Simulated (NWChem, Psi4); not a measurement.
# Psi4 → NWChem

Psi4 1.11 runs this on CH6BN (SMILES CBN):

input.json:
```json
{
 "schema_name": "qcschema_input",
 "schema_version": 1,
 "molecule": {
  "schema_name": "qcschema_molecule",
  "schema_version": 2,
  "symbols": ["C", "B", "N", "H", "H", "H", "H", "H", "H"],
  "geometry": [-1.25723479, 1.43184548, -1.11550533, 0.86814018, -0.53460352, -0.48414783, 1.12022965, -1.59266118, 1.90994619, -2.44133718, 0.73850497, -2.66564767, -0.42443249, 3.19779455, -1.80336564, -2.49424951, 1.88764743, 0.4767779, 2.35988998, -1.19581869, -2.06509271, 2.46836026, -2.85537617, 2.35252005, -0.0317474, -1.16482718, 3.36220072],
  "molecular_charge": 0,
  "molecular_multiplicity": 1,
  "fix_symmetry": "c1",
  "fix_com": true,
  "fix_orientation": true
 },
 "driver": "energy",
 "model": {
  "method": "b3lyp",
  "basis": "6-31G*"
 },
 "keywords": {
  "reference": "rks",
  "puream": false,
  "e_convergence": 1e-09,
  "d_convergence": 1e-08,
  "scf_type": "pk",
  "dft_radial_points": 99,
  "dft_spherical_points": 590,
  "scf_properties": ["MAYER_INDICES", "WIBERG_LOWDIN_INDICES", "LOWDIN_CHARGES"]
 }
}
```

```bash
$ psi4 --qcschema input.json -n 1 --memory 2200MB
```

The shape is that of a PBE0-D4/def2-TZVP optimisation.

It gives a total energy of -121.368520 Eh.

**Question.** How is this level of theory, on these atoms, set up in NWChem 7.3.0 as an input file of the program's own, asking for the gradient?

**Answer.** For example:

ch6bn.nw:
```
start ch6bn
title "CH6BN"
memory total 2200 mb
charge 0

geometry units angstroms noautosym nocenter noautoz
  C       -0.665300       0.757700      -0.590300
  B        0.459400      -0.282900      -0.256200
  N        0.592800      -0.842800       1.010700
  H       -1.291900       0.390800      -1.410600
  H       -0.224600       1.692200      -0.954300
  H       -1.319900       0.998900       0.252300
  H        1.248800      -0.632800      -1.092800
  H        1.306200      -1.511000       1.244900
  H       -0.016800      -0.616400       1.779200
end

basis cartesian
  C library 6-31G*
  B library 6-31G*
  N library 6-31G*
  H library 6-31G*
end

dft
  xc b3lyp
  mult 1
  grid xfine
  convergence energy 1e-08
  maxiter 100
  mulliken
end

task dft gradient
```

```bash
$ nwchem ch6bn.nw > ch6bn.out
```

Its energy is -121.368520 Eh, the same as the first but for the last digit, at most.
